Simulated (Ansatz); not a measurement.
Geometry optimisation, UKS PBE-D4/def2-SVP in Ansatz 0.2.0.

Input file:

```yaml
crystal:
  periodic: [false, false, false]
  atoms:
    - { symbol: F, position_ang: [-0.1546, -0.5296, -1.487] }
    - { symbol: H, position_ang: [0.045, 0.3807, -1.3991] }
    - { symbol: "N", position_ang: [0.1098, 0.4626, 1.0591] }
    - { symbol: "N", position_ang: [-0.0002, -0.3138, 1.827] }
magnetization:
  spin_polarized: true
basis:
  gaussian: { orbitals: def2-SVP }
hamiltonian:
  xc: pbe
  dispersion: d4
relax:
  f_tol: 0.02
  max_steps: 40
```

Command:

```bash
$ ansatz run input.yaml --threads 1 --pin off --max-ram 2048MiB --backend cpu --events-out ev --progress --plain --runs-dir out
```

Task: Where does it end, and by what steps?

Result: It converged. The force dipped under the threshold on the way, but the program's further checks kept it going. After 20 steps the energy has fallen by 0.061 eV; F1 moved furthest, 0.64 Å.

| step | energy less start (eV) | largest force component (eV/Å) | accepted |
| --- | --- | --- | --- |
| 0 | 0.0000 | 1.555 | yes |
| 1 | 0.1885 | 4.332 | no |
| 2 | -0.0115 | 1.298 | yes |
| 3 | -0.0292 | 0.556 | yes |
| 4 | -0.0069 | 2.237 | no |
| 5 | -0.0368 | 0.420 | yes |
| 6 | -0.0412 | 0.528 | yes |
| 7 | -0.0470 | 0.252 | yes |
| 8 | -0.0542 | 0.017 | yes |
| 9 | -0.0552 | 0.029 | yes |
| 10 | 0.0600 | 4.633 | no |
| 11 | -0.0588 | 0.025 | yes |
| 12 | -0.0592 | 0.383 | yes |
| 13 | -0.0609 | 0.011 | yes |
| 14 | -0.0608 | 0.170 | no |
| 15 | -0.0610 | 0.022 | yes |
| 16 | -0.0611 | 0.034 | yes |
| 17 | -0.0609 | 0.224 | no |
| 18 | -0.0612 | 0.039 | yes |
| 19 | -0.0612 | 0.035 | yes |
| 20 | -0.0612 | 0.006 | yes |

```xyz
4
Properties=species:S:1:pos:R:3
F -0.082 -0.122 -1.972
H -0.043 -0.064 -1.038
N 0.039 0.058 0.951
N 0.086 0.127 2.059
```

Run time: 13 s on 1 thread of Intel(R) Xeon(R) 6975P-C (Granite Rapids) (shared host), peak memory 0.13 GiB.
